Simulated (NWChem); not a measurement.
**Correlation energy of dimethylamine (C2H7N)**

```
N
H 1 1.0163
C 1 1.4397 2 110.16
H 3 1.1008 1 110.22 2 53.37
H 3 1.1033 4 107.04 1 -119.49
H 3 1.1140 4 107.82 5 -114.60
C 1 1.4397 2 110.16 3 -126.58
H 7 1.1008 1 110.22 2 -53.37
H 7 1.1033 8 107.04 1 119.49
H 7 1.1140 8 107.82 9 114.60
```
Charge 0, spin multiplicity 1.

All runs are NWChem calculations. All single points use one geometry, from PBE0/def2-SVP, a minimum by its harmonic frequencies.

Basis set: cc-pVDZ. Each correlation energy counts from its own Hartree-Fock reference.

The correlated methods keep 3 core orbitals frozen. Coupled-cluster values serve here as a point of comparison, not as the truth.

Question: Order these methods by the correlation energy they give, lowest first: SCS-MP2, CR-CCSD[T], MP2, CCSD(T), CCSD.

Answer: CCSD(T) (-525.3 mHa), CR-CCSD[T] (-522.4 mHa), CCSD (-511.8 mHa), SCS-MP2 (-469.4 mHa), MP2 (-467.7 mHa)
